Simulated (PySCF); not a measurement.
## Bonding in `CC#C[C@@H]1C=N1`

Compound: C5H5N.
Atom-mapped SMILES: `[CH3:1][C:2]#[C:3][C@@H:4]1[CH:5]=[N:6]1` (hydrogens: H7, H8, H9 on C1; H10 on C4; H11 on C5)

Geometry (PBE0-D3(BJ)/def2-SVP, Å), atoms numbered from 1 in this order:
```xyz
11
C5H5N angstrom
C      2.441    0.336    0.109
C      1.022    0.033    0.041
C     -0.164   -0.220   -0.006
C     -1.565   -0.541   -0.082
C     -2.595    0.484   -0.132
N     -2.510   -0.018    1.008
H      2.657    1.020    0.945
H      3.036   -0.578    0.263
H      2.795    0.817   -0.817
H     -1.796   -1.548   -0.452
H     -3.143    1.263   -0.668
```

Bond orders from the PBE0/pcSseg-1 density (PySCF). Isolated species at its PBE0-D3(BJ)/def2-SVP geometry, gas phase.

Problem. Where do the orders between heavy atoms depart from those drawn in the SMILES?

Solution. The largest departure is 0.543, at C2–C3 (drawn triple, 2.457). Drawn single, order above 1.12: C1–C2 (1.218). Drawn double or triple, more than 0.30 short of the drawn order: C2–C3 (2.457).

Problem. Give the Mayer order of every bond between heavy atoms, beside its length.

Solution. 
```json
{"bond": "C1–C2", "drawn as": "single", "length (Å)": "1.453", "Mayer order": "1.218"}
{"bond": "C2–C3", "drawn as": "triple", "length (Å)": "1.214", "Mayer order": "2.457"}
{"bond": "C3–C4", "drawn as": "single", "length (Å)": "1.439", "Mayer order": "1.043"}
{"bond": "C4–C5", "drawn as": "single", "length (Å)": "1.454", "Mayer order": "0.997"}
{"bond": "C5–N6", "drawn as": "double", "length (Å)": "1.248", "Mayer order": "1.819"}
{"bond": "N6–C4", "drawn as": "single", "length (Å)": "1.534", "Mayer order": "0.912"}
```

By pair of heavy elements: C–C: lowest C4–C5 (0.997, 1.454 Å), highest C2–C3 (2.457, 1.214 Å); in 1 of the 6 pairs the longer bond (by over 0.003 Å) has the higher order (by 0.02 or more). C–N: lowest N6–C4 (0.912, 1.534 Å), highest C5–N6 (1.819, 1.248 Å).

Problem. And the bonds to hydrogen?

Solution. C–H: 0.93 to 0.97 (5 bonds).

Problem. Sum the orders of all bonds at each heavy atom with more than one neighbour and set the sums beside the valence in the SMILES.

Solution. C1 4.002 (drawn 4), C2 3.675 (drawn 4), C3 3.500 (drawn 4), C4 3.882 (drawn 4), C5 3.785 (drawn 4), N6 2.731 (drawn 3). Orders between atoms that aren't bonded are not in these sums.

For a closed shell the Mayer order of atoms A and B is Σ (PS)μν (PS)νμ over the basis functions μ on A and ν on B, with P the density and S the overlap matrix.
